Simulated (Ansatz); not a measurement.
Saddle point of CH$_{10}$Si$_{2}$, closed shell (Si₂H₆ ([SiH3][SiH3]) + CH₄ → CH₆Si ([CH3][SiH3]) + SiH₄; bonds formed: Si1–C7, Si2–H6; bonds broken: Si1–Si2, H6–C7), PBE0-D4/def2-TZVP structure:

| atom | x (Å) | y (Å) | z (Å) |
| --- | --- | --- | --- |
| Si1 | -0.2014 | 0.9054 | 0.7407 |
| Si2 | 1.4615 | -1.1477 | 0.2587 |
| H3 | -1.2615 | 1.9869 | 0.7821 |
| H4 | -0.4406 | 0.1660 | 2.0073 |
| H5 | 1.0482 | 1.6894 | 0.5571 |
| H6 | -0.2216 | -0.2326 | -0.4579 |
| C7 | -1.3264 | 0.2870 | -1.0167 |
| H8 | 2.3245 | -0.8658 | 1.4468 |
| H9 | 0.9965 | -2.5659 | 0.3963 |
| H10 | 2.3609 | -1.1124 | -0.9394 |
| H11 | -1.2129 | -0.5338 | -1.7355 |
| H12 | -1.2480 | 1.2393 | -1.5402 |
| H13 | -2.2791 | 0.1839 | -0.4991 |

Energies are electronic, without zero-point energy. Barriers and step energies count from the start structure reached by relaxing down the imaginary mode; all methods use the PBE0-D4 structures, on which another method's saddle can fall below an end. Computed with Ansatz 0.2.0 (basis: def2-TZVPP, with def2-QZVPP for the basis limit); correlated methods freeze the cores. B3LYP uses VWN-RPA correlation. Extrapolation: Hartree–Fock as exp(−7.88 √X), correlation as X^−2.97.

| method | barrier (eV) | step energy (eV) |
| --- | --- | --- |
| SPW92 | 2.851 | 0.147 |
| PBE-D4 | 3.170 | 0.200 |
| BLYP-D4 | 3.410 | 0.114 |
| r2SCAN-D4 | 3.355 | 0.133 |
| B97M-V | 3.472 | 0.148 |
| PBE0-D4 | 3.384 | 0.167 |
| B3LYP-D4 | 3.574 | 0.096 |
| r2SCAN0-D4 | 3.496 | 0.113 |
| BHLYP-D4 | 3.838 | 0.060 |
| CAM-B3LYP-D4 | 3.704 | 0.055 |
| wB97X-V | 3.690 | 0.084 |
| wB97M-V | 3.574 | 0.025 |
| B2PLYP | 3.679 | 0.073 |
| PBE-QIDH | ? | 0.099 |
| RPA on PBE | ? | 0.053 |
| HF | 4.496 | 0.016 |
| MP2 | ? | 0.020 |
| CCSD | 3.815 | 0.065 |
| CCSD(T) | 3.678 | 0.074 |

Question: Fill in the withheld barriers. (An estimate is asked for; the value comes from the calculation.)

Answer: By the calculation: MP2 3.611; PBE-QIDH 3.574; RPA on PBE 3.657 eV. Each is the energy of the saddle less that of the start structure, by the same method.

For comparison, the barrier by CCSD(T) at an estimated basis limit (MP2 extrapolated from triple and quadruple zeta, plus CCSD(T) − MP2 in triple zeta) is 3.639 eV.

The T1 diagnostic stays at or below 0.012.

Labels in which every atom is bracketed show which atoms are joined, not bond orders.

For scale, one of the runs: CCSD(T)/def2-TZVPP, 255 basis functions, launched by `ansatz run in.yaml --threads 4 --pin off --events-out ev --progress --plain --max-ram 9574MiB`. Time: 66 s of wall clock on 4 CPU threads of an AMD EPYC 7R43; the host was shared. Peak host memory: 5.3 GiB.
